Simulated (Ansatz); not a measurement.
A made-up structure of CH$_{5}$FSi, singlet:

```
atom    x (Å)    y (Å)    z (Å)
  F1  -0.7830  -0.7081  -1.9532
  C2   0.4868  -0.3569   0.6987
 Si3  -0.5146   0.4292  -0.7048
  H4  -1.7775   0.8844  -0.2419
  H5   0.1679   1.5435  -1.2607
  H6   0.6305   0.3794   1.4477
  H7   1.4276  -0.6824   0.3347
  H8  -0.0432  -1.1797   1.1057
```

It is relaxed with PBE-D4/def2-SVP and then PBE0-D4/def2-TZVP (Ansatz 0.2.0). Atoms count as bonded within 1.22 times the sum of their covalent radii (H–H: 0.88 Å). The end point is not checked to be a true minimum.

(1) Does its bonding change? (A judgement: the text doesn't fix the answer.)

Results:

(1) By the calculation: No: no bond forms or breaks.

Where it ends: The first stage lowers the energy by 0.33 eV in 4 steps. It ends as CH₅FSi ([CH3][SiH2][F]):
F1  (-0.748, -0.669, -1.861)
C2  (0.469, -0.350, 0.669)
Si3  (-0.511, 0.418, -0.705)
H4  (-1.847, 0.864, -0.236)
H5  (0.213, 1.561, -1.316)
H6  (0.637, 0.382, 1.463)
H7  (1.442, -0.694, 0.312)
H8  (-0.061, -1.203, 1.100)
(Å)

Labels in which every atom is bracketed show which atoms are joined, not bond orders.

For scale, one of the runs: PBE0-D4/def2-TZVP relaxation, 129 basis functions, launched by `ansatz run in.yaml --threads 2 --pin off --events-out ev --progress --plain --max-ram 4352MiB`. Hardware: 2 CPU threads of an Arm Neoverse V1, shared host. Wall time about 11 s.
